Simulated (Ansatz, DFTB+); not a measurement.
Diamond-structure Si, band gap

Reference value: 1.23 eV (measured, zero-point renormalisation of 0.06 eV added back here (the table's ZPR column); inputs from Chen et al. (2018), doi:10.1103/physrevmaterials.2.073803).

```csv
level (code),value (eV),cell (Å³/atom),error (eV)
GFN1-xTB as cut by DFTB+,0.75 (indirect),20.01,-0.48
LDA (Ansatz),0.47 (indirect),20.01,-0.76
PBE (Ansatz),0.57 (indirect),20.01,-0.66
PBE-D4 (Ansatz),0.56,19.90,-0.67
r²SCAN (Ansatz),0.76 (indirect),20.01,-0.47
r²SCAN-D4 (Ansatz),0.76,20.00,-0.47
PBE0 (Ansatz),1.76 (indirect),20.01,+0.53
Hartree–Fock (Ansatz),6.34 (indirect),20.01,+5.11
G0W0@PBE+SOC (Ansatz),1.15,20.01,-0.08
```

Leaving aside GFN1-xTB as cut by DFTB+ (doubt noted below): Closest of the ranked levels: G0W0@PBE+SOC (-0.08 eV). Farthest off among them: Hartree–Fock (+5.11 eV). Of the ranked levels only G0W0@PBE+SOC lands within 0.3 eV.

Published values of wave-function and many-body methods: 1.7 ± 0.1 eV (published DMC value, backflow, extrapolated, pseudopotential, static lattice; Yang et al. (2020), arXiv:1910.07531).

Semilocal Kohn–Sham gaps run low as a rule, and all computed gaps are for a static lattice, while measured ones hold electron–phonon shifts unless said otherwise.  GFN1-xTB as cut by DFTB+, PBE-D4, r²SCAN-D4: the gap is read on the k mesh or supercell of the run alone and can be too large. GFN1-xTB as cut by DFTB+: the method was fitted mainly to molecules. GFN1-xTB as cut by DFTB+: codes differ in how they cut the long-range tail of xTB's charge interaction in a crystal, so the value belongs to this code. G0W0@PBE+SOC: spin–orbit coupling enters as the shift of the gap found with a semilocal functional. Values are at the measured cell; PBE-D4 at the level's own equilibrium cell; r²SCAN-D4 at the level's own relaxed cell. Cutoffs and k meshes differ between the levels. Ansatz's density-functional and Hartree–Fock values are scalar-relativistic unless marked +SOC, with PAW data made under PBE.

Differences are worked out from the printed values.

Ansatz is a first-principles code.
